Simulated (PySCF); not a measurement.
Calculation: PySCF with PBE-D3(BJ)/def2-TZVP // PBE-D3(BJ)/def2-SVP. Gas-phase values, no solvent. 

Reference species (SMILES): `C[N]C` (neutral, multiplicity 2).

```
Quantity                         Result
-----------------------------  --------
highest occupied spin orbital  -5.56 eV
```

Changed species: `[CH3]` (free radical CH3; the reference has free radical N(CH3)2).

Q: Predict the effect on the highest occupied spin orbital.

A: the highest occupied spin orbital increases by 0.18 eV, to -5.38 eV.
